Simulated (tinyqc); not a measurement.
Worked calculation: extended Hueckel theory, for H2S+. The parameters take no account of the charge, which enters only through the electron count. One step of it, computed by the program tinyqc.

Question. Wolfsberg-Helmholz matrix. H_ij = K' S_ij (H_ii + H_jj)/2 for i != j (the diagonal keeps H_ii), with K' = K + D^2 + D^4 (1 - K), D = (H_ii - H_jj)/(H_ii + H_jj), K = 1.75.

overlap S:
```
           1S 3s    1S 3px     1S 3py    1S 3pz     2H 1s      3H 1s
1S 3s   1.000000  0.000000   0.000000  0.000000  0.419788   0.372175
1S 3px  0.000000  1.000000   0.000000  0.000000  0.000000   0.000000
1S 3py  0.000000  0.000000   1.000000  0.000000  0.382082  -0.356152
1S 3pz  0.000000  0.000000   0.000000  1.000000  0.347309   0.323840
2H 1s   0.419788  0.000000   0.382082  0.347309  1.000000   0.118235
3H 1s   0.372175  0.000000  -0.356152  0.323840  0.118235   1.000000
```

diagonal H_ii (eV): 1S 3s -20.000000, 1S 3px -13.300000, 1S 3py -13.300000, 1S 3pz -13.300000, 2H 1s -13.600000, 3H 1s -13.600000

K = 1.750000

Give: H.

Answer.

H (eV):
```
           1S 3s    1S 3px    1S 3py    1S 3pz     2H 1s     3H 1s
1S 3s   -20.0000    0.0000    0.0000    0.0000  -12.5907  -11.1626
1S 3px    0.0000  -13.3000    0.0000    0.0000    0.0000    0.0000
1S 3py    0.0000    0.0000  -13.3000    0.0000   -8.9939    8.3835
1S 3pz    0.0000    0.0000    0.0000  -13.3000   -8.1754   -7.6229
2H 1s   -12.5907    0.0000   -8.9939   -8.1754  -13.6000   -2.8140
3H 1s   -11.1626    0.0000    8.3835   -7.6229   -2.8140  -13.6000
```
